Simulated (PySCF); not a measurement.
## Orbital energies and ionisation energy

Species: cis-2-pentene, C₅H₁₀.
Structure used (PBE0-D3(BJ)/def2-SVP), in Å, numbered top down from 1:
```xyz
15
C5H10 angstrom
C      2.5448   -0.3032    0.2415
C      1.1930   -0.2736   -0.3910
C      0.0302   -0.3644    0.2612
C     -1.3255   -0.3206   -0.3706
C     -2.1666    0.8622    0.1017
H      3.1481   -1.1436   -0.1417
H      3.1129    0.6153    0.0161
H      2.4790   -0.4029    1.3352
H      1.1676   -0.1714   -1.4848
H      0.0500   -0.4631    1.3562
H     -1.8642   -1.2573   -0.1374
H     -1.2184   -0.2929   -1.4678
H     -3.1671    0.8525   -0.3576
H     -2.3017    0.8452    1.1951
H     -1.6827    1.8170   -0.1556
```

Level: B3LYP/def2-SVPD (PySCF). Frontier orbitals with their largest atomic shares (Löwdin; up to four atoms above 4 %):

| orbital | ε (eV) | main atoms |
| --- | --- | --- |
| HOMO−3 | -9.77 | C1 21 %, C2 18 %, H8 13 %, H9 10 % |
| HOMO−2 | -9.25 | C4 25 %, C5 22 %, H11 10 %, H12 10 % |
| HOMO−1 | -9.09 | C3 21 %, C4 19 %, C2 11 %, H10 9 % |
| HOMO | -6.73 | ? |
| LUMO | 0.26 | C2 28 %, C3 26 %, C5 8 %, C4 7 % |
| LUMO+1 | 0.74 | C1 18 %, C2 13 %, C3 12 %, C5 10 % |
| LUMO+2 | 1.01 | C1 21 %, C5 12 %, H7 9 %, H8 9 % |

**Question.** What vertical ionisation energy does ΔSCF give, and how far is −ε(HOMO) from it?

**Answer.** ΔSCF: 9.03 eV (871 kJ/mol; threshold wavelength 137 nm); ⟨S²⟩ of the doublet left behind is 0.752, against 0.75 for a pure doublet. −ε(HOMO) is 6.73 eV, 2.30 eV below it. For the exact functional −ε(HOMO) would equal the first vertical ionisation energy; B3LYP (global hybrid, 20 % exact exchange) falls short of its own ΔSCF value by 25 %. Holes in the HOMO−1 and HOMO−2 were tried too where these lie within 1.2 eV of the HOMO; the lowest converged state counts.

**Question.** On which atoms does the HOMO lie?

**Answer.** C2 (alkene CH carbon) 34 %, C3 (alkene CH carbon) 34 %, C1 (allylic carbon) 8 %, C4 (allylic carbon) 7 %, so no atom holds as much as 40 %. The HOMO−1 lies 2.36 eV lower.

**Question.** What kinetic energy would electrons from this vertical process carry with 118.2 nm light (10.49 eV)?

**Answer.** 10.49 − 9.03 = 1.46 eV.

**Question.** With α = 66.2 au, estimate the like-pair dispersion coefficient by London's formula C6 = (3/4)α²I.

**Answer.** I = 0.3319 Eh, so C6 ≈ 1090 au, a rough estimate.

Geometry: PBE0-D3(BJ)/def2-SVP, one conformer, isolated molecule.
